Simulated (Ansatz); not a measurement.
LiAlHCl (SMILES [Li][AlH][Cl]), singlet: a relaxation.

Input (in.yaml):

```yaml
crystal:
  periodic: [false, false, false]
  atoms:
    - {symbol: Li, position_ang: [-2.340111, 0.188293, 0.244759]}
    - {symbol: Al, position_ang: [-0.056022, 0.134436, -0.018762]}
    - {symbol: Cl, position_ang: [1.315063, -1.303971, 0.743681]}
    - {symbol: H, position_ang: [0.879309, 1.028845, -0.815232]}
basis:
  gaussian: {orbitals: pcseg-2}
hamiltonian: {xc: {name: B3LYP}, dispersion: d4}
relax: {f_tol: 0.01, max_steps: 5, max_displacement: 0.05}
```

Command:

```bash
ansatz run in.yaml --threads 2 --pin off --events-out ev --progress --plain --max-ram 3481MiB
```

Output of Ansatz 0.2.0:

```
Functional definition: B3LYP
  name "B3LYP"
  cite "Stephens, Devlin, Chabalowski & Frisch, J. Phys. Chem. 98, 11623 (1994) doi:10.1021/j100096a001"
  cite "Becke, Phys. Rev. A 38, 3098 (1988) doi:10.1103/PhysRevA.38.3098"
  cite "Lee, Yang & Parr, Phys. Rev. B 37, 785 (1988) doi:10.1103/PhysRevB.37.785"
  cite "Vosko, Wilk & Nusair, Can. J. Phys. 58, 1200 (1980) doi:10.1139/p80-159"
  parameter a0 = 0.2
  parameter ax = 0.72
  parameter ac = 0.81
  exchange = (1 - a0 - ax)*slater_x + ax*b88_x + a0*exact_x
  correlation = (1 - ac)*vwn_rpa_c + ac*lyp_c
735 factors; their error is unknown
mean field evaluation 1: about -19342.2005 eV, gradient 2.0e1 eV
mean field evaluation 2: about -19342.6181 eV, gradient 1.9e1 eV
mean field evaluation 4: about -19343.6592 eV, gradient 9.2e-1 eV
mean field evaluation 8: about -19343.7143 eV, gradient 3.7e-2 eV
mean field -19343.71434600 eV, -710.8683905752 hartree, gradient 8.9e-6 eV, S^2 0.000000; 0 other end points of the search recorded, 0 dependent functions left out
the calculation of the forces begins
reference -19343.71459696 eV, -710.8683997975 hartree; 17, 17 occupied and 80, 80 virtual orbitals, 735 factors
relax step   1: F+E_penalty+E_count = -19343.81898905 eV  Δ(F+E_penalty+E_count) = +0.000e0 eV  max|allowed force component| = 1.625e0 eV/Å  Δτ_max = 0.0000 Å  (27 SCF iters, accepted)
these checks for a lower state are left out or cut short: starts, cluster_reference, orbital_swaps, neighbouring_geometries, increment
735 factors; their error is unknown
mean field evaluation 16: about -19343.7924 eV, gradient 9.0e-1 eV
mean field -19343.84768198 eV, -710.8732905818 hartree, gradient 8.5e-6 eV, S^2 0.000000; 0 other end points of the search recorded, 0 dependent functions left out
the calculation of the forces begins
reference -19343.84793425 eV, -710.8732998528 hartree; 17, 17 occupied and 80, 80 virtual orbitals, 735 factors
relax step   2: F+E_penalty+E_count = -19343.95155700 eV  Δ(F+E_penalty+E_count) = -1.326e-1 eV  max|allowed force component| = 1.136e0 eV/Å  Δτ_max = 0.0476 Å  (31 SCF iters, accepted)
these checks for a lower state are left out or cut short: starts, cluster_reference, orbital_swaps, neighbouring_geometries, increment
735 factors; their error is unknown
mean field -19343.94321361 eV, -710.8768013047 hartree, gradient 9.4e-6 eV, S^2 0.000000; 0 other end points of the search recorded, 0 dependent functions left out
the calculation of the forces begins
reference -19343.94346725 eV, -710.8768106258 hartree; 17, 17 occupied and 80, 80 virtual orbitals, 735 factors
relax step   3: F+E_penalty+E_count = -19344.04627639 eV  Δ(F+E_penalty+E_count) = -9.472e-2 eV  max|allowed force component| = 7.232e-1 eV/Å  Δτ_max = 0.0491 Å  (31 SCF iters, accepted)
these checks for a lower state are left out or cut short: starts, cluster_reference, orbital_swaps, neighbouring_geometries, increment
735 factors; their error is unknown
mean field evaluation 32: about -19344.0001 eV, gradient 2.8e-1 eV
mean field -19344.00019616 eV, -710.8788953747 hartree, gradient 1.0e-5 eV, S^2 0.000000; 0 other end points of the search recorded, 0 dependent functions left out
the calculation of the forces begins
reference -19344.00045117 eV, -710.8789047460 hartree; 17, 17 occupied and 80, 80 virtual orbitals, 735 factors
relax step   4: F+E_penalty+E_count = -19344.10250246 eV  Δ(F+E_penalty+E_count) = -5.623e-2 eV  max|allowed force component| = 3.770e-1 eV/Å  Δτ_max = 0.0498 Å  (31 SCF iters, accepted)
these checks for a lower state are left out or cut short: starts, cluster_reference, orbital_swaps, neighbouring_geometries, increment
735 factors; their error is unknown
mean field -19344.02609196 eV, -710.8798470277 hartree, gradient 1.0e-5 eV, S^2 0.000000; 0 other end points of the search recorded, 0 dependent functions left out
the calculation of the forces begins
reference -19344.02634811 eV, -710.8798564412 hartree; 17, 17 occupied and 80, 80 virtual orbitals, 735 factors
relax step   5: F+E_penalty+E_count = -19344.12790753 eV  Δ(F+E_penalty+E_count) = -2.541e-2 eV  max|allowed force component| = 1.184e-1 eV/Å  Δτ_max = 0.0487 Å  (32 SCF iters, accepted)
Error: geometry relaxation did not converge after 5 steps: max|allowed force component| = 1.18e-1 eV/Å (threshold 1.0e-2). Raise `relax.max_steps` over both its present limit and 5, loosen `relax.f_tol`, or start from a geometry closer to equilibrium. Where this run's directory can be resumed (`checkpoint.write`), a resume goes on for up to `relax.max_steps` more
```

The lines “mean field evaluation” count trial sets of orbitals through the whole run, from several starts and some on an approximate energy, so they need not fall steadily or lie above the final value.

Hardware: 2 CPU threads of an Intel Xeon, shared host. Wall time about 15 s.


The run did not converge within its limit.